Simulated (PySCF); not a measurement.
**Mass spectrum arithmetic for `CCC1=CCC1`**

Species: `CCC1=CCC1`.

Calculated from isotope tables alone.

**Question.** Molar mass and exact mass?

**Answer.** For C6H10, with standard atomic weights, 6 × 12.011 + 10 × 1.008 = 82.146 g/mol. From the most abundant isotopes (12C, 1H), 6 × 12.000000 + 10 × 1.007825 = 82.0783 u.

**Question.** Work out the cluster of the molecular ion M+•, one line a nominal mass.

**Answer.** 
```csv
nominal mass,m/z (centroid),relative intensity
82,82.0777,100.0
83,83.0811,6.6
84,84.0845,0.2
```

Lines under 0.1 % of the tallest are left out. One electron mass, 0.00055 u, is taken off.

**Question.** Elemental analysis, calculated?

**Answer.** C 87.73 %, H 12.27 %.

**Question.** Which m/z would the protonated, sodiated and deprotonated molecule have?

**Answer.** [M+H]+ 83.0855, [M+Na]+ 105.0675, [M−H]− 81.0710, for the monoisotopic species (arithmetic only; whether such ions form is another matter).

**Question.** What share of all molecules is the monoisotopic species?

**Answer.** 0.9893^6 × 0.999885^10 = 93.64 %.

**Question.** How much CO2 and H2O would complete combustion of 20.00 mg give?

**Answer.** 243.47 μmol of compound give 64.29 mg CO2 and 21.93 mg H2O.
